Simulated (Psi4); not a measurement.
# [C3H5]− (SMILES C=C[CH2-]) at 4 levels

We compute a comparison of 4 runs (B3LYP/6-31G*, B3LYP/def2-TZVP, FNO-CCSD(T)/6-311G, FNO-QCISD(T)/6-31+G*) of [C3H5]−. 

The calculation is run with Psi4 1.11.

1 further run of the same task is left out (it didn't finish).

## Step 1: The structure to begin with

[C3H5]−: 8 atoms, total charge -1, spin state singlet. SMILES: `C=C[CH2-]`. The coordinates come from a GFN2-xTB relaxation. This is one conformer, not always the lowest.

Bond lengths: C1–C2 1.373 Å, C2–C3 1.374 Å, C1–H4 1.084 Å, C1–H5 1.085 Å, C2–H6 1.100 Å, C3–H7 1.084 Å, C3–H8 1.085 Å. Angles: C1–C2–C3 129.8°, C1–C2–H6 115.1°, C3–C2–H6 115.1°, C2–C1–H4 122.0°, C2–C1–H5 121.9°, C2–C3–H7 122.0°, C2–C3–H8 121.9°, H4–C1–H5 116.1°, H7–C3–H8 116.1°.

## Step 2: The energy at B3LYP/6-31G(d) (Cartesian functions) (run 1)

Contents of c3h5.xyz:

```xyz
8
C3H5
C     -0.442920     0.972840    -0.656060
C      0.234840     0.220100     0.271580
C      0.265400    -1.142430     0.444810
H     -1.078560     0.521640    -1.409180
H     -0.368470     2.055030    -0.681190
H      0.847520     0.794620     0.981140
H     -0.302810    -1.815020    -0.187050
H      0.845000    -1.606780     1.235950
```

Contents of c3h5.py:

```python
import psi4

psi4.set_memory(1600000000)
psi4.set_num_threads(1)
psi4.core.set_output_file('run.log', False)

with open('c3h5.xyz') as f:
    atoms = ''.join(f.readlines()[2:])
molecule = psi4.geometry('-1 1\n' + atoms + 'symmetry c1\nno_reorient\nno_com')

psi4.set_options({
    'basis': '6-31G*',
    'puream': False,
    'e_convergence': 1e-09,
    'd_convergence': 1e-08,
    'scf_type': 'pk',
    'dft_radial_points': 99,
    'dft_spherical_points': 590,
})

e_tot, wfn = psi4.energy("b3lyp", return_wfn=True)
print(f'total energy {e_tot:.8f} hartree = {e_tot * 27.211386:.5f} eV')
for k, v in sorted(psi4.core.scalar_variables().items()):
    print(f'{k:45s} {v:18.10f}')
```

The run is started by

```
$ python c3h5.py
```

run.log:

```text
[...]
  Running in c1 symmetry.
[...]
  Nuclear repulsion =   64.952743080354153
[...]
  Multiplicity = 1
[...]
  Nalpha       = 12
  Nbeta        = 12
[...]
    Number of basis functions: 55
[...]
   @RKS iter   1:  -116.78051999083377   -1.19743e-01   1.62075e-02 ADIIS/DIIS
[...]
   @RKS iter  10:  -117.24025747576871   -1.33284e-10   9.27445e-09 DIIS
[...]
    Orbital Energies [Eh]
    ---------------------
    Doubly Occupied:
       1A     -9.938118     2A     -9.891090     3A     -9.891050
       4A     -0.516233     5A     -0.400923     6A     -0.296215
       7A     -0.213058     8A     -0.168950     9A     -0.123410
      10A     -0.099704    11A     -0.039693    12A      0.109384
[...]
  @RKS Final Energy:  -117.24025747576871
   => Energetics <=
    Nuclear Repulsion Energy =             64.9527430803541534
    One-Electron Energy =                -290.7495245547733020
    Two-Electron Energy =                 123.4309293917307997
    DFT Exchange-Correlation Energy =     -14.8744053930803570
    Empirical Dispersion Energy =           0.0000000000000000
    VV10 Nonlocal Energy =                  0.0000000000000000
    Total Energy =                       -117.2402574757687148
[...]
 Multipole Moments:
 ------------------------------------------------------------------------------------
     Multipole            Electronic (a.u.)      Nuclear  (a.u.)        Total (a.u.)
 ------------------------------------------------------------------------------------
 L = 1.  Multiply by 2.5417464519 to convert [e a0] to [Debye]
 Dipole X            :         -0.4232185            0.5415955            0.1183770
 Dipole Y            :         -0.3592673            0.4772503            0.1179831
 Dipole Z            :         -0.4214954            0.5700359            0.1485405
 Magnitude           :                                                    0.2236009
[...]
```

On the terminal:

```text
total energy -117.24025748 hartree = -3190.26990 eV
CURRENT ENERGY                                   -117.2402574758
CURRENT REFERENCE ENERGY                         -117.2402574758
DD SOLVATION ENERGY                                 0.0000000000
DFT FUNCTIONAL TOTAL ENERGY                      -117.2402574758
DFT TOTAL ENERGY                                 -117.2402574758
DFT VV10 ENERGY                                     0.0000000000
DFT XC ENERGY                                     -14.8744053931
GRID ELECTRONS ALPHA                               12.0000005689
GRID ELECTRONS BETA                                12.0000005689
GRID ELECTRONS TOTAL                               24.0000011377
NUCLEAR REPULSION ENERGY                           64.9527430804
ONE-ELECTRON ENERGY                              -290.7495245548
PCM POLARIZATION ENERGY                             0.0000000000
PE ENERGY                                           0.0000000000
SCF ITERATION ENERGY                             -117.2402574758
SCF ITERATIONS                                     10.0000000000
SCF TOTAL ENERGY                                 -117.2402574758
TWO-ELECTRON ENERGY                               123.4309293917
XC GRID RADIAL POINTS                              99.0000000000
XC GRID SPHERICAL POINTS                          590.0000000000
XC GRID TOTAL POINTS                           441090.0000000000
```

Wall time 12 s (1 thread of Intel Xeon Platinum 8488C (Sapphire Rapids), shared host); peak memory 0.91 GiB.

## Step 3: The energy at B3LYP/def2-TZVP (run 2)

Contents of calc.inp:

```
memory 1.6 GB

molecule {
  -1 1
  C
  C 1 R2
  C 2 R3 1 A3
  H 1 R4 2 A4 3 D4
  H 1 R5 4 A5 2 D5
  H 2 R6 1 A6 4 D6
  H 3 R7 2 A7 6 D7
  H 3 R8 7 A8 2 D8

  R2 = 1.373496
  R3 = 1.373838
  A3 = 129.76744
  R4 = 1.083886
  A4 = 122.04091
  D4 = 0.09381
  R5 = 1.085039
  A5 = 116.06134
  D5 = 179.65739
  R6 = 1.099511
  A6 = 115.1162
  D6 = 179.91933
  R7 = 1.083738
  A7 = 122.02798
  D7 = 179.52005
  R8 = 1.085108
  A8 = 116.07563
  D8 = 178.81235
  units angstrom
  symmetry c1
  no_reorient
  no_com
}

set globals {
  basis def2-TZVP
  puream true
  e_convergence 1e-09
  d_convergence 1e-08
  scf_type pk
  dft_radial_points 99
  dft_spherical_points 590
}

energy_value, wavefunction = energy("b3lyp", return_wfn=True)
oeprop(wavefunction, "DIPOLE", "LOWDIN_CHARGES", "MULLIKEN_CHARGES", title="B3LYP")
```

The run is started by

```
$ psi4 -i calc.inp -o calc.out -n 1
```

calc.out:

```text
[...]
  Running in c1 symmetry.
[...]
  Nuclear repulsion =   64.952747277264507
[...]
  Multiplicity = 1
[...]
  Nalpha       = 12
  Nbeta        = 12
[...]
    Number of basis functions: 123
[...]
   @RKS iter   1:  -116.65092505941809   -3.18295e-02   8.87999e-03 DIIS/ADIIS
[...]
   @RKS iter  11:  -117.31866737152654   -5.25802e-12   3.81658e-09 DIIS
[...]
    Orbital Energies [Eh]
    ---------------------
    Doubly Occupied:
       1A     -9.948113     2A     -9.903342     3A     -9.903307
       4A     -0.545445     5A     -0.427648     6A     -0.318731
       7A     -0.238689     8A     -0.197120     9A     -0.148753
      10A     -0.122374    11A     -0.073129    12A      0.071665
[...]
  @RKS Final Energy:  -117.31866737152654
   => Energetics <=
    Nuclear Repulsion Energy =             64.9527472772645069
    One-Electron Energy =                -290.3448089202075266
    Two-Electron Energy =                 122.9289842012166076
    DFT Exchange-Correlation Energy =     -14.8555899298001393
    Empirical Dispersion Energy =           0.0000000000000000
    VV10 Nonlocal Energy =                  0.0000000000000000
    Total Energy =                       -117.3186673715265442
[...]
 Multipole Moments:
 ------------------------------------------------------------------------------------
     Multipole            Electronic (a.u.)      Nuclear  (a.u.)        Total (a.u.)
 ------------------------------------------------------------------------------------
 L = 1.  Multiply by 2.5417464519 to convert [e a0] to [Debye]
 Dipole X            :          0.0042721           -0.0093003           -0.0050282
 Dipole Y            :          0.4410599           -0.1930409            0.2480190
 Dipole Z            :          0.2058491           -0.0906771            0.1151720
 Magnitude           :                                                    0.2735019
[...]
  Mulliken Charges: (a.u.)
   Center  Symbol    Alpha    Beta     Spin     Total
       1     C     3.23906  3.23906  0.00000 -0.47812
       2     C     3.00165  3.00165  0.00000 -0.00329
       3     C     3.23922  3.23922  0.00000 -0.47844
       4     H     0.50431  0.50431  0.00000 -0.00863
       5     H     0.49882  0.49882  0.00000  0.00236
       6     H     0.51382  0.51382  0.00000 -0.02763
       7     H     0.50429  0.50429  0.00000 -0.00858
       8     H     0.49883  0.49883  0.00000  0.00233
   Total alpha = 12.00000, Total beta = 12.00000, Total charge = -1.00000
[...]
```

It took 34 s on 1 thread of Intel Xeon Platinum 8488C (Sapphire Rapids), shared host; peak memory 0.79 GiB.

Run 3 isn't shown in full; the table further down has it.

## Step 4: The energy at FNO-QCISD(T)/6-31+G(d) (density fitting, Cartesian functions) (run 4)

Contents of job.py:

```python
import psi4

psi4.set_memory('1600 MB')
psi4.set_num_threads(1)
psi4.set_output_file('c3h5.out', False)

mol = psi4.geometry("""
-1 1
C     -0.442920     0.972840    -0.656060
C      0.234840     0.220100     0.271580
C      0.265400    -1.142430     0.444810
H     -1.078560     0.521640    -1.409180
H     -0.368470     2.055030    -0.681190
H      0.847520     0.794620     0.981140
H     -0.302810    -1.815020    -0.187050
H      0.845000    -1.606780     1.235950
no_reorient
no_com
""")

psi4.set_options(dict(basis='6-31+G*', freeze_core=True))

e = psi4.energy("fno-qcisd(t)")
print('E =', round(e, 9))
```

The run is started by

```
$ python job.py
```

c3h5.out:

```text
[...]
  Running in c1 symmetry.
[...]
  Nuclear repulsion =   64.952743080354153
[...]
  Multiplicity = 1
[...]
  Nalpha       = 12
  Nbeta        = 12
[...]
    Number of basis functions: 67
[...]
   @RHF iter   1:  -116.19631022310745   -6.49324e-01   8.84433e-03 DIIS/ADIIS
[...]
   @RHF iter  12:  -116.42428401898570   -2.92744e-12   4.25907e-09 DIIS
[...]
    Orbital Energies [Eh]
    ---------------------
    Doubly Occupied:
       1A    -11.036727     2A    -10.978489     3A    -10.978435
       4A     -0.839164     5A     -0.683295     6A     -0.529979
       7A     -0.420031     8A     -0.371366     9A     -0.310502
      10A     -0.278631    11A     -0.202735    12A     -0.012935
[...]
  @RHF Final Energy:  -116.42428401898570
   => Energetics <=
    Nuclear Repulsion Energy =             64.9527430803541534
    One-Electron Energy =                -289.4694767579962900
    Two-Electron Energy =                 108.0924496586564487
    Total Energy =                       -116.4242840189857020
[...]
 Multipole Moments:
 ------------------------------------------------------------------------------------
     Multipole            Electronic (a.u.)      Nuclear  (a.u.)        Total (a.u.)
 ------------------------------------------------------------------------------------
 L = 1.  Multiply by 2.5417464519 to convert [e a0] to [Debye]
 Dipole X            :         -0.3683965            0.5415955            0.1731990
 Dipole Y            :         -0.3050196            0.4772503            0.1722308
 Dipole Z            :         -0.3540823            0.5700359            0.2159536
 Magnitude           :                                                    0.3260326
[...]
      * MP2 total energy:                   -116.826124712470
[...]
      * MP2 total energy:                   -116.826124712470
[...]
      * MP3 total energy:                   -116.848060420317
[...]
      * QCISD total energy:                 -116.856717924187
[...]
```

On the terminal:

```text
E = -116.872662661
```

Wall time 10 s (1 thread of Intel Xeon Platinum 8488C (Sapphire Rapids), shared host); peak memory 0.35 GiB.

## Step 5: Overview of the runs

| run | level | Cartesian functions | integrals | energy (Eh) | HOMO energy (eV) | LUMO energy (eV) | HOMO–LUMO gap (eV) | wall time |
| --- | --- | --- | --- | --- | --- | --- | --- | --- |
| 1 | B3LYP/6-31G* (Cartesian functions) | yes | pk | -117.240257 | 2.98 | 8.71 | 5.74 | 12 s |
| 2 | B3LYP/def2-TZVP | no | pk | -117.318667 | 1.95 | 6.53 | 4.58 | 34 s |
| 3 | FNO-CCSD(T)/6-311G (density fitting, density fitting for correlation) | no | df | -116.720876 | 0.05 | 9.51 | 9.47 | 6 s |
| 4 | FNO-QCISD(T)/6-31+G* (density fitting, Cartesian functions) | yes | df | -116.872663 | -0.35 | 6.23 | 6.58 | 10 s |

## Step 6: Summary of results

| quantity | value |
| --- | --- |
| run 4: total energy | -116.87266 Eh |
| run 4: HOMO energy (Hartree–Fock orbitals) | -0.35 eV |
| run 4: LUMO energy (Hartree–Fock orbitals) | 6.23 eV |
| run 4: HOMO–LUMO gap (to an unbound level, set by the basis) | 6.58 eV |
| run 4: correlation energy (3 core orbitals frozen) | -448.4 mEh |
| run 4: T1 diagnostic | 0.014 |

In words: In runs 1, 2, 3 the HOMO lies above zero, so the outermost electron may be held by the basis alone. All runs together took 62 s, the longest 34 s.
